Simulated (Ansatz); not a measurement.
Results of BLYP (PAW; Ansatz, a first-principles code) for CaB6-type LaB6.

Numerical settings: plane-wave cutoff 520 eV, 14×14×14 k mesh, Fermi–Dirac smearing 0.05 eV, scalar-relativistic PAW data made under PBE.

Energies at three volumes about the minimum:

```tsv
V (Å³/atom)	E − E_lowest (meV/atom)
10.278	2.23
10.487	0.00
10.697	2.08
```

Fit a parabola by hand: where is the minimum, what lattice constant follows, and what is the bulk modulus?

Slopes: (0.00 − 2.23)/(10.487 − 10.278) = -10.670 and (2.08 − 0.00)/(10.697 − 10.487) = 9.905 meV/Å³. Curvature E″ = 2 × (9.905 − (-10.670))/(10.697 − 10.278) = 98.210 meV/Å⁶. From the middle of the first interval, the slope vanishes at V0 = 10.3825 − (-10.670)/98.210 = 10.491 Å³/atom. B = V0 E″ = 10.491 × 98.210 meV/Å³ × 0.1602 GPa per meV/Å³ = 165 GPa. With 7 atoms in the cube, a = (7 × 10.491)^(1/3) = 4.188 Å. The full Birch–Murnaghan fit to all volumes gives V0 = 10.488 Å³/atom and B0 = 164 GPa.

Shape and atoms are relaxed at each volume.

Measured, for comparison: bulk modulus 164 ± 2 GPa (room temperature, no zero-point or thermal correction, isothermal; as tabulated in LaB6 under pressure, Phys. Rev. B 80, 172104 (doi 10.1103/PhysRevB.80.172104)); lattice constant a 4.157 Å (296 K, no zero-point or thermal correction; as tabulated in Tsubota and Kitagawa (2017), doi:10.1038/s41598-017-15766-y). Computed (rounded) less measured: bulk modulus 0.0 % (inside the measured uncertainty).

Note: the bulk modulus comes from volumes at which shape and atoms were relaxed.
